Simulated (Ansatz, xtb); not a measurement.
Molecule: cyclopropene, C₃H₄, net charge 0, singlet state. SMILES: C1=CC1
Geometry from a B3LYP-D3(BJ)/def2-TZVP (Ansatz, a quantum-chemistry and plane-wave program) optimisation:
```xyz
7

C     -0.0054     0.0051     0.8609
C     -0.0002    -0.6463    -0.4958
C      0.0065     0.6404    -0.5035
H      0.9023     0.0040     1.4624
H     -0.9206     0.0134     1.4509
H     -0.0016    -1.5779    -1.0322
H      0.0147     1.5655    -1.0509
```
Charge 0, spin multiplicity 1.

Harmonic wavenumbers from GFN2-xTB (xtb, at its own minimum), cm⁻¹: 668, 732, 858, 931, 947, 1005, 1050, 1065, 1210, 1496, 1775, 3000, 3019, 3227, 3252.

Problem. Give the harmonic wavenumbers at B3LYP-D3(BJ)/def2-TZVP (Ansatz, finite differences of forces, unscaled).

Solution. 600, 785, 868, 922, 1017, 1037, 1073, 1114, 1151, 1525, 1734, 3043, 3103, 3254, 3298 cm⁻¹. Zero-point energy 35.1 kcal/mol.

Problem. From these and the geometry, give the ideal-gas thermochemistry at 298.15 K and 1 atm (rigid rotor, harmonic oscillator).

Solution. Point group C2v, rotational symmetry number 2. Rotational constants 30.45, 21.95, 13.93 GHz. S(trans) 36.99, S(rot) 19.70, S(vib) 1.32, S(elec, spin only) 0.00, S 58.0 cal/(mol K). H(298) - H(0) 2.68 kcal/mol; G - E(el) 20.4 kcal/mol.
